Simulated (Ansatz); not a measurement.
`F[SiH2]F` → H–F + `F[SiH]` at 600 K and 1 bar (silylene formation by 1,1-elimination).

Gas-phase electronic energies from Ansatz, PBE0-D4/def2-TZVP geometries. CCSD(T)/CBS is frozen-core, at the limit of the def2 triple- and quadruple-zeta sets.

```json
{"species": "`F[SiH2]F`", "CCSD(T)/CBS energy (Eh)": "-489.99097", "H − E (kJ/mol)": "92.8", "S (J/(mol·K))": "309.1"}
{"species": "H–F", "CCSD(T)/CBS energy (Eh)": "-100.39431", "H − E (kJ/mol)": "42.3", "S (J/(mol·K))": "194.0"}
{"species": "`F[SiH]`", "CCSD(T)/CBS energy (Eh)": "-389.46051", "H − E (kJ/mol)": "45.2", "S (J/(mol·K))": "268.7"}
```

H − E and S are ideal-gas, rigid-rotor, harmonic terms from PBE0-D4/def2-TZVP. 1 Eh = 2625.50 kJ/mol, R = 8.31446 J/(mol·K).

Task: By hand: ΔE, ΔH, ΔS and ΔG.

Result: ΔE = (-100.39431) + (-389.46051) − (-489.99097) = 0.13615 Eh = 357.5 kJ/mol. Δ(H − E) = 42.3 + 45.2 − 92.8 = -5.3, so ΔH = 352.2 kJ/mol. ΔS = 194.0 + 268.7 − 309.1 = 153.6 J/(mol·K). ΔG = 352.2 − 600 × (153.6)/1000 = 260.0 kJ/mol.

Task: By hand: the equilibrium constant, and the temperature at which ΔG would vanish if ΔH and ΔS stayed fixed.

Result: log₁₀ K = −ΔG/(RT ln 10) = -22.6. ΔG = 0 at ΔH/ΔS = 2293 K.

The number of gas molecules changes by +1, which sets the sign of ΔS. A doubt of 5 kJ/mol in ΔE shifts log₁₀ K by 0.4 here. These are equilibria of isolated gas molecules and say nothing of rates. Largest T1 diagnostic: 0.015 (customary marks: 0.02 for closed shells, 0.045 for open ones).
